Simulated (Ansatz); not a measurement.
Consider the formal loss of a carbene: `C=C(Cl)CF` → `C=CCl` + `[CH]F`.

Program: Ansatz. Geometries: PBE0-D4/def2-TZVP. ΔE: electronic, gas phase. CCSD(T)/CBS is the MP2 limit (def2-TZVPP, def2-QZVPP) plus CCSD(T) − MP2 in def2-TZVPP, frozen cores. This one scheme is used for every species. Functionals use def2-TZVPP. B3LYP here is the variant with VWN-RPA as its local correlation; programs differ in this. HSE06 is defined as in plane-wave codes. One conformer a species, not always the lowest.

```
             level  ΔE (kJ/mol)  difference from CCSD(T)/CBS
       LDA (SPW92)        453.2                         72.1
            PBE-D4        396.7                         15.6
         revPBE-D4        385.1                          4.0
           BLYP-D4        366.8                        -14.3
         r2SCAN-D4        403.7                         22.6
            B97M-V        385.9                          4.8
           PBE0-D4        405.9                         24.8
          B3LYP-D4        379.6                         -1.5
        r2SCANh-D4        405.8                         24.7
        r2SCAN0-D4        408.8                         27.7
          HSE06-D4        405.6                         24.5
          BHLYP-D4        386.1                          5.0
      CAM-B3LYP-D4        389.1                          8.0
           ωB97X-V        387.2                          6.1
            B2PLYP        378.8                         -2.3
          PBE-QIDH        408.3                         27.2
               PBE        389.5                          8.4
            revPBE        362.9                        -18.2
              BLYP        350.9                        -30.2
            r2SCAN        401.8                         20.7
              PBE0        399.7                         18.6
             B3LYP        368.0                        -13.1
           r2SCANh        403.8                         22.7
           r2SCAN0        406.6                         25.5
             HSE06        399.8                         18.7
             BHLYP        377.8                         -3.3
         CAM-B3LYP        382.9                          1.8
           LC-ωPBE        400.4                         19.3
RPA@PBE/def2-TZVPP        348.0                        -33.1
       HF/def2-SVP        352.7                        -28.4
      MP2/def2-SVP        410.4                         29.3
  CCSD(T)/def2-SVP        382.0                          0.9
     HF/def2-TZVPP        335.0                        -46.1
    MP2/def2-TZVPP        404.9                         23.8
SCS-MP2/def2-TZVPP        385.4                          4.3
   CCSD/def2-TZVPP        372.2                         -8.9
    MP2/def2-QZVPP        408.0                         26.9
SCS-MP2/def2-QZVPP        388.1                          7.0
      HF/CBS(def2)        334.1                        -47.0
    CCSD/CBS(def2)        378.0                         -3.1
       CCSD(T)/CBS        381.1                            0
```

Largest T1 diagnostic among the species: 0.018.

From BLYP to BHLYP (50 % exact exchange), in def2-TZVPP and without D4, ΔE moves by +26.9 kJ/mol. Leaving LDA and LC-ωPBE aside and taking each functional with its dispersion term where it has one, the values spread over 42.1 kJ/mol, from BLYP-D4 to r2SCAN0-D4. LDA lies +63.7 kJ/mol from PBE without D4.
